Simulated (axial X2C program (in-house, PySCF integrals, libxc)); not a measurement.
## SiF⁺: from the spin-free to the two-component result

All values were computed with an in-house all-electron X2C program for linear molecules (integrals from PySCF). Spin-free means the one-electron spin-free X2C Hamiltonian; two-component (2c) means X2C with spin–orbit coupling and atomic mean-field two-electron Coulomb and Gaunt terms, so the difference of the two also holds small scalar two-electron terms. Basis: Si dyall-v3z [8s7p2d1f], F dyall-av3z [7s6p3d2f] (cores contracted in-house); Gaussian nuclei, density fitting, unrestricted open shells. Masses: Si 27.977 u, F 18.998 u.

Spin-free state: M_S = 0, Λ = 0 (closed shell); fragments Si+ + F.

| level | Re (Å) | ωe (cm⁻¹) | De (eV) | μ (D) |
| --- | --- | --- | --- | --- |
| PBE0 | 1.547 | 1019.4 | 6.587 | -3.49 |
| HF | 1.521 | 1096.3 | 4.790 | -3.56 |
| MP2 | 1.551 | 1017.8 | 6.996 | n/a |
| B3LYP | 1.553 | 1001.5 | 6.627 | -3.58 |

Correlated methods: 10 electrons correlated (number of frozen shells: Si 2 s, 1 p; F 1 s), 168 virtual spin orbitals or spinors in MP2.

Dipoles are positive if F is the positive end and refer to the centre of mass.

Two-component determinant lowest at the distance of the search:

Ω = 0 (closed shell); fragments Si+ + F.

| level | Re (Å) | ωe (cm⁻¹) | De (eV) | μ (D) |
| --- | --- | --- | --- | --- |
| PBE0 | 1.547 | 1019.5 | 6.587 | -3.49 |
| HF | 1.521 | 1096.3 | 4.781 | -3.56 |
| MP2 | 1.552 | 1017.8 | 6.972 | n/a |
| B3LYP | 1.553 | 1001.5 | 6.626 | -3.58 |

(1) From the two tables, how do the constants change at the MP2 level (2c against spin-free)?

One determinant describes the state; a PBE0 search over occupations chose it and may have missed a lower one. The closed shell is kept restricted, so the energy runs too high when the bond is stretched far. Dissociation energies refer to the lowest single-determinant-based atoms at the same level and basis. In 2c an atomic determinant is not the ground J level, so De misses part of the atomic spin–orbit lowering. This holds for PBE0, B3LYP. The functionals have no current-density term, which raises determinants with orbital currents, atoms included.

Results:

(1) At the MP2 level Re is unchanged within 0.001 Å and ωe stays the same within 0.2 cm⁻¹; De changes by -0.024 eV.
